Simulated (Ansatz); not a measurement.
A made-up structure of CH4AlN, singlet:

```csv
atom,x (Å),y (Å),z (Å)
C1,-0.2218,-0.0321,-0.1195
N2,-1.3093,-0.1936,-0.6978
Al3,1.3075,0.1935,0.6969
H4,-2.0308,-0.8214,-0.3431
H5,-1.5475,0.2918,-1.5627
H6,1.3867,1.3422,1.7782
H7,2.4915,-0.7691,0.2886
```

It is relaxed with PBE-D4/def2-SVP and then PBE0-D4/def2-TZVP (Ansatz 0.2.0). Atoms count as bonded within 1.22 times the sum of their covalent radii (H–H: 0.88 Å). The end point is not checked to be a true minimum.

Does its bonding change? (A judgement: the text doesn't fix the answer.)

By the calculation: No: no bond forms or breaks.

Where it ends: The first stage lowers the energy by 0.23 eV in 5 steps. It ends as CH₄AlN ([NH2][C][AlH2]):
```xyz
7
angstrom
C -0.2394 -0.0352 -0.1277
N -1.3507 -0.1999 -0.7197
Al 1.3686 0.2025 0.7294
H -2.0828 -0.8248 -0.3776
H -1.6025 0.2793 -1.5861
H 1.4352 1.3574 1.8107
H 2.5479 -0.7680 0.3116
```

Labels in which every atom is bracketed show which atoms are joined, not bond orders.

For scale, one of the runs: PBE0-D4/def2-TZVP relaxation, 123 basis functions, launched by `ansatz run in.yaml --threads 2 --pin off --events-out ev --progress --plain --max-ram 4352MiB`. Hardware: 2 CPU threads of an Arm Neoverse V2, shared host. Wall time about 12 s.
